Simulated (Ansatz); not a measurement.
Coupled-cluster diagnostics for SiMe2H2 (C2H8Si), Ansatz.

Geometry of the singlet (PBE-D4/def2-TZVP):

```xyz
11

Si   -0.370   -0.302   -0.554
C     1.413    0.295   -0.669
H     1.824    0.121   -1.673
H     2.049   -0.234    0.056
H     1.479    1.372   -0.457
C    -1.079   -0.023    1.168
H    -2.121   -0.369    1.229
H    -1.060    1.046    1.430
H    -0.495   -0.568    1.924
H    -0.433   -1.763   -0.891
H    -1.208    0.425   -1.564
```

Correlated methods freeze 7 core orbitals.

(1) Estimate the CCSD(T) correlation energy, the shares of MP2 and (T), T1 and the reference's ⟨S²⟩ for: charge 0, singlet, own geometry in def2-TZVPP; and the rough time on 4 threads of Arm Neoverse V1 on a shared host.

Results:

(1) 
```json
{"state": "charge 0, singlet, own geometry", "basis": "def2-TZVPP", "correlation (eV)": "-15.285", "MP2 share (%)": "87.9", "(T) share (%)": "3.4", "T1": "0.009", "⟨S²⟩ (pure)": "0.00 (0.00)", "wall time": "32 s"}
```
Customary marks for T1 are 0.02 (closed shells), 0.045 (open shells) and about 0.05 (3d metals). T1 stays under 0.02 throughout.
